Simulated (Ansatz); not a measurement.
# Relaxing Sr2Y

Computed with DFT PBE, scalar-relativistic, plane waves, PAW (Ansatz). Cutoff 420 eV, Γ-centred k mesh, Gaussian smearing, no spin polarisation in the final step.

Sr2Y was placed on the ThSi2 structure type (I4_1/amd, No. 141), with Y in place of Th, Sr in place of Si, at a guessed volume.

```yaml
crystal:
  lattice:
    - [-2.37356, 2.37356, 8.25282]
    - [2.37356, -2.37356, 8.25282]
    - [2.37356, 2.37356, -8.25282]
  atoms:
    - { symbol: Sr, position: [0.41650, 0.41650, 0.00000] }
    - { symbol: Sr, position: [0.16650, 0.66650, 0.50000] }
    - { symbol: Sr, position: [0.33350, 0.83350, 0.50000] }
    - { symbol: Sr, position: [0.58350, 0.58350, 0.00000] }
    - { symbol: Y, position: [0.00000, 0.00000, 0.00000] }
    - { symbol: Y, position: [0.75000, 0.25000, 0.50000] }
```

Cell and atoms relax at zero pressure; the relaxation can't lower the symmetry of the start. After a coarse first stage the cell is made exact in the group found at 0.06 Å.

Formation energies are uncorrected and refer to the elements' standard structures at the same level.

(1) Describe the relaxed structure.

(2) What are its volume, energy, density and gap?

Answers

(1) It keeps I4_1/amd (No. 141), but not the shape of the type it started on. Conventional cell: a = 3.887 Å, c = 36.689 Å. Sr is coordinated by 4 Y at 3.89 Å, 4 Sr at 3.89 Å and 2 Sr at 4.16 Å; Y has 8 Sr at 3.89 Å and 4 Y at 3.89 Å.

```cif
data_structure
_symmetry_space_group_name_H-M 'I4_1/amd:1'
_symmetry_Int_Tables_number 141
_cell_length_a 3.8872
_cell_length_b 3.8872
_cell_length_c 36.6887
_cell_angle_alpha 90.000
_cell_angle_beta 90.000
_cell_angle_gamma 90.000
_cell_volume 554.37
loop_
_atom_site_label
_atom_site_type_symbol
_atom_site_symmetry_multiplicity
_atom_site_Wyckoff_symbol
_atom_site_fract_x
_atom_site_fract_y
_atom_site_fract_z
_atom_site_occupancy
Sr1 Sr 8 e 0.00000 0.00000 0.42509 1
Y1 Y 4 a 0.00000 0.00000 0.00000 1
```

(2) The volume per atom is 46.20 Å³ and the density is 3.16 g/cm³. The energy over the elements is 0.24 eV/atom and the gap on the 14×14×14 mesh is 0 eV (a metal).

The final run used a 14×14×14 mesh on its 6-atom cell and 0.10 eV smearing. For metals, differences of a few meV/atom aren't resolved. A structure relaxed within its symmetry needn't be a true minimum. The steps took of the order of 24 core-minutes in all.